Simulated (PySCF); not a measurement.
Structure revision by computed shifts

A compound C4H4F2 gives the data below (simulated from a calculation) and was assigned the structure `C=C1CC1(F)F`.

13C{1H} NMR (computed): δ 146.4 (C, t, J = 7.5 Hz), 127.6 (CH, t, J = 9.3 Hz), 108.7 (C, t, J = 356.4 Hz), 11.2 (CH3).

1H NMR (600 MHz, computed): δ 7.43 (q, J = 1.1 Hz, 1H), 2.41 (td, J = 2.7, 1.1 Hz, 3H).

[PySCF: shieldings: GIAO PBE0/pcSseg-1; coordinates at the GFN2-xTB level; spin–spin couplings from B3LYP/pcJ-1 (spin–dipole term only in couplings to heteroatoms); relativity neglected; rapidly exchanging positions averaged; in vacuum; single conformer]

Chemical shifts δ = σref − σ; TMS for 1H (σref 31.72) and 13C (σref 186.93), all at this level.

Question: Compare with the shifts computed for the proposed structure, pairing carbons in order of shift.

Answer: Structure with atom numbers: `[CH2:1]=[C:2]1[CH2:3][C:4]1([F:5])[F:6]`; H(Xn) means a hydrogen on atom n.

| atom | computed for proposal | given list | difference |
| --- | --- | --- | --- |
| C2 | 139.2 | 146.4 | -7.2 |
| C1 | 119.7 | 127.6 | -7.9 |
| C4 | 113.6 | 108.7 | +4.9 |
| C3 | 20.8 | 11.2 | +9.6 |

The rms difference is 7.6 ppm and the largest +9.6 ppm at C3 (three-membered-ring carbon). The carbon types in order of shift don't match either: C, CH2, C, CH2 for the proposal against C, CH, C, CH3 in the data. The proposal doesn't fit.

Question: Which isomer fits?

Answer: `C1=C(C)C1(F)F`.

Carbon types of the structure: 2 × C, 1 × CH, 1 × CH3, which accounts for all hydrogens. δC 146.4: fully substituted alkene carbon; as expected for a trigonal carbon in a double bond. δC 127.6: alkene CH; as expected for a trigonal carbon in a double bond. δC 108.7: three-membered-ring carbon; 2 electronegative neighbours deshield it. δC 11.2: allylic methyl carbon; saturated and bonded to C and H only.

This is the structure that produced the data.

Common functionals overestimate the size of one-bond C–F couplings by tens of Hz; these are unscaled. Multiplet labels drop couplings under 1 Hz and merge nearly equal ones. Shifts are as computed. Against solution values, carbons near 30 ppm lie about +3 ppm off and those near 130 ppm about +5 ppm. Of 1211 compounds with measured shifts, 218 miss one by over three times the rms of a fit or turn the order of signals round; such compounds aren't used in these exercises.
